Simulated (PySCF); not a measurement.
**NOOH: structure of the singlet**

Where does singlet NOOH go from a bent start, is the end point a minimum, and what are its modes, charges and moments?

Program: PySCF 2.14.0. Level of theory: B3LYP, basis N def2-TZVP, O def2-TZVP, H def2-TZVP, no relativity, density fitting. These are calculated values, not measurements.

## Step 1: The system as given

4 atoms, charge 0, spin multiplicity 1.

Bond lengths: N1–O2 1.170 Å, N1–O3 1.340 Å, O3–H4 0.960 Å. Angles: O2–N1–O3 110.0°, N1–O3–H4 130.0°.

Coordinates in bohr (charge 0 multiplicity 1):
```
N     0.0000    0.0000    0.0000
O     1.8111    0.0000    1.2682
O    -2.0744    0.0000    1.4524
H    -3.0294    1.3897    2.1212
```

## Step 2: The SCF at the typed geometry

One driver script runs all steps and calls PySCF; scf.py shows how it sets up the SCF of each step. The optimiser is the driver's own. After this first run the driver tries any further starts and a stability analysis.

The input, scf.py:

```python
from pyscf import gto, scf, dft
mol = gto.M(atom='''
N      0.000000     0.000000     0.000000
O      0.958400     0.000000     0.671100
O     -1.097700     0.000000     0.768600
H     -1.603100     0.735400     1.122500''',
    basis={'N': 'def2-TZVP', 'O': 'def2-TZVP', 'H': 'def2-TZVP'},
    charge=0, spin=0)
mf = dft.RKS(mol, xc='B3LYP')
mf.grids.atom_grid = (50, 194)
aux = {'N': 'def2-universal-JKFIT', 'O': 'def2-universal-JKFIT', 'H': 'def2-universal-JKFIT'}
mf = mf.density_fit(auxbasis=aux)
mf.conv_tol = 1e-08
mf.diis_space = 10
mf.max_cycle = 60
mf.init_guess = 'minao'
mf.verbose = 4
mf.kernel()
```

Command:

```bash
$ OMP_NUM_THREADS=2 python axn.py task.json out
```

The runs that follow: Bent start, singlet: relaxation; Vibrations and properties at this point.

**Question.** What will these runs give? Wanted: minimum; geometry; wavenumbers; dipole moment; highest occupied, lowest empty level; polar-tensor charge of N1; zero-point energy; atomisation energy.

As calculated:

| quantity | value |
| --- | --- |
| minimum | singlet, Cs |
| geometry | N–O 1.163 Å, N–O 1.430 Å, O–H 0.970 Å; H–O–N 102.7°, O–N–O 111.1° |
| wavenumbers (cm⁻¹) | 586 (a''), 618 (a'), 822 (a'), 1295 (a'), 1782 (a'), 3737 (a') |
| dipole moment | 2.07 D |
| highest occupied, lowest empty level | -7.99, -2.59 eV |
| polar-tensor charge of N1 | +0.83 e |
| zero-point energy | 52.9 kJ/mol |
| entropy at 298.15 K | 248.2 J/(mol K) |
| atomisation energy (no zero-point energy) | 1305 kJ/mol |

What this shows: From C1 at the start the molecule goes to a Cs minimum. In the infrared the band at 1295 cm⁻¹ (a') leads. Only this shape and spin were tried, so other structures or states may lie lower.
